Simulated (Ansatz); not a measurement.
A displaced shape of triplet B₂:

| atom | x (Å) | y (Å) | z (Å) |
| --- | --- | --- | --- |
| B | -0.0263 | 0.0304 | -0.7572 |
| B | 0.0341 | -0.0266 | 0.7617 |

It was optimised with HF/def2-SVP in Ansatz (development build ahead of 0.2.0) to forces under 0.001 eV/Å, with unrestricted orbitals. Each step stands on the lowest determinant of that kind that the program's search found.

What shape does it relax to, and how does the optimisation go?

```yaml
atoms:
  - { symbol: B, position_ang: [-0.0268, 0.0308, -0.7679] }
  - { symbol: B, position_ang: [0.0345, -0.0270, 0.7725] }
```

Bond lengths: B1–B2 1.543 Å.

```json
{"step": "1", "E − E(start) (eV)": "0.0000", "largest force (eV/Å)": "0.7364"}
{"step": "2", "E − E(start) (eV)": "-0.0075", "largest force (eV/Å)": "0.1492"}
{"step": "3", "E − E(start) (eV)": "-0.0078", "largest force (eV/Å)": "0.0035"}
{"step": "4", "E − E(start) (eV)": "-0.0078", "largest force (eV/Å)": "0.0000"}
```

The optimisation ended after 4 steps with its threshold met.
